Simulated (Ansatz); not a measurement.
# COS, SMILES O=C=S: a single point from an input written key by key

With Ansatz 0.2.0 through its Python package.

`cos.yaml`
```yaml
crystal:
  periodic: [false, false, false]
  atoms:
    - { symbol: O, position_ang: [0.9177, 0.6827, 0.5796] }
    - { symbol: C, position_ang: [0.0927, 0.0663, 0.0584] }
    - { symbol: S, position_ang: [-1.0104, -0.749, -0.6379] }
basis:
  gaussian: { orbitals: def2-SVP }
hamiltonian:
  xc: { name: wB97M-V }
output:
  forces: true
```

Run as a notebook:

```python
import ansatz as az
import numpy as np
```

```python
session = az.Session.from_deck("cos.yaml")
rep = session.plan(threads=1).execute().report
```

    

```python
for key in ("converged", "free_energy_ev", "reference_energy_ev", "n_frozen", "n_occupied", "n_virtual"):
    print(f"{key:22s} {rep[key]}")
symbols = ["O", "C", "S"]
field = rep["mean_field"]
print("<S^2> =", round(abs(field["state"]["spin_squared"]), 4), " all-electron relativity setting:", field["relativity"])
print("passes:", field["passes"])
if "symmetry" in field:
    print("occupied orbitals by irrep:", field["symmetry"]["occupied"])
```

    converged              True
    free_energy_ev         -13912.589157367524
    reference_energy_ev    -13912.589157367524
    n_frozen               0
    n_occupied             [15, 15]
    n_virtual              [31, 31]
    <S^2> = 0.0  all-electron relativity setting: none
    passes: {'evaluations': 14, 'products': 11}
    occupied orbitals by irrep: [{"A'": 12, "A''": 3}, {"A'": 12, "A''": 3}]

```python
print("forces (eV/A)")
for symbol, f in zip(symbols, rep["forces_ev_ang"]):
    print(f"  {symbol:2s} {f[0]:9.4f} {f[1]:9.4f} {f[2]:9.4f}")
charges = rep["charge_distribution"]
print("dipole moment", round(4.803205 * float(np.linalg.norm(charges["dipole_moment_e_ang"])), 3), "D")
print("Mulliken:", [(s, round(q, 3)) for s, q in zip(symbols, charges["mulliken_charges_e"])])
```

    forces (eV/A)
      O     0.2080    0.1344    0.1300
      C     0.8855    0.6895    0.5613
      S    -1.0935   -0.8239   -0.6913
    dipole moment 0.619 D
    Mulliken: [('O', -0.066), ('C', 0.159), ('S', -0.093)]

Caveats:
- Total energies depend on the basis set; only differences at equal settings carry meaning.
- The geometry is a force-field or estimated start, not a minimum of this method, and the basis set is short of its limit.
- Timing: 2.9 s on 1 thread of Arm Neoverse V1, with other jobs on the host, peak memory 0.16 GiB.

(Lines on the test bed's own set-up are left out of the output.)
